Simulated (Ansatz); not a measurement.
# C3H9N: the cost of one run

Program: Ansatz 0.2.0. Level of theory: the levels named in each step. These are calculated values, not measurements.

## (1) The starting structure

Bond lengths: C1–C2 1.522 Å, C2–N3 1.451 Å, N3–C4 1.447 Å, C1–H5 1.087 Å, C1–H6 1.088 Å, C1–H7 1.086 Å, C2–H8 1.095 Å, C2–H9 1.107 Å, N3–H10 1.017 Å, C4–H11 1.091 Å, C4–H12 1.102 Å, C4–H13 1.089 Å. Angles (14 of 21 angles, heavy atoms first): C1–C2–N3 110.3°, C2–N3–C4 113.2°, C1–C2–H8 109.7°, C1–C2–H9 109.7°, N3–C2–H8 107.3°, N3–C2–H9 112.3°, C2–C1–H5 110.4°, C2–C1–H6 110.5°, C2–C1–H7 109.8°, C2–N3–H10 109.2°, C4–N3–H10 109.6°, N3–C4–H11 108.7°, N3–C4–H12 113.6°, N3–C4–H13 109.0°.

Coordinates:

```xyz
13

C    -1.8921    0.0158   -0.1597
C    -0.4949    0.5349    0.1470
N     0.4907   -0.5034   -0.0897
C     1.8490   -0.0646    0.1453
H    -2.6366    0.7722    0.0742
H    -1.9804   -0.2435   -1.2129
H    -2.0923   -0.8733    0.4316
H    -0.4278    0.8133    1.2038
H    -0.2961    1.4453   -0.4498
H     0.4011   -0.8367   -1.0461
H     1.9512    0.2055    1.1970
H     2.1431    0.8070   -0.4618
H     2.5291   -0.8870   -0.0697
```

## (2) A rough first relaxation, PBE-D4/def2-SVP

This run stands in another session on the same molecule. It ended at:

```xyz
13

C    -1.9083    0.0174   -0.1565
C    -0.5004    0.5266    0.1364
N     0.4981   -0.5073   -0.0909
C     1.8616   -0.0705    0.1456
H    -2.6709    0.7902    0.0663
H    -2.0201   -0.2590   -1.2271
H    -2.1294   -0.8847    0.4487
H    -0.4309    0.8374    1.2041
H    -0.3081    1.4640   -0.4573
H     0.4079   -0.8568   -1.0535
H     1.9946    0.1815    1.2202
H     2.1778    0.8360   -0.4386
H     2.5723   -0.8893   -0.0881
```

## (3) Relaxation, PBE0-D4/def2-TZVPP

input.yaml reads:

```yaml
crystal:
  periodic: [false, false, false]
  atoms:
    - { symbol: C, position_ang: [-1.90834107, 0.01743186, -0.15654947] }
    - { symbol: C, position_ang: [-0.50035707, 0.5265699, 0.13642582] }
    - { symbol: "N", position_ang: [0.49805802, -0.50726682, -0.09094997] }
    - { symbol: C, position_ang: [1.86158933, -0.07046468, 0.14558497] }
    - { symbol: H, position_ang: [-2.67094125, 0.79024055, 0.06632445] }
    - { symbol: H, position_ang: [-2.02007226, -0.25898462, -1.22707689] }
    - { symbol: H, position_ang: [-2.12940599, -0.88469031, 0.44866086] }
    - { symbol: H, position_ang: [-0.4308717, 0.83738206, 1.20405828] }
    - { symbol: H, position_ang: [-0.30809074, 1.46395275, -0.45726187] }
    - { symbol: H, position_ang: [0.40785985, -0.85683478, -1.05347169] }
    - { symbol: H, position_ang: [1.99460935, 0.1815241, 1.22021509] }
    - { symbol: H, position_ang: [2.17783277, 0.83596682, -0.43860616] }
    - { symbol: H, position_ang: [2.57230076, -0.88932684, -0.08814342] }
basis:
  gaussian: { orbitals: def2-TZVPP }
hamiltonian:
  xc: pbe0
  dispersion: d4
relax:
  f_tol: 0.004
  max_steps: 150
```

Launch:

```
$ ansatz run input.yaml --threads 4 --pin off --max-ram 10240MiB --backend cpu --events-out ev --progress --plain --runs-dir out
```

**Question.** How long does this run take on 4 threads of Arm Neoverse N1, shared host, and how much memory does it need?

About 37 s, with a peak of 0.62 GiB.
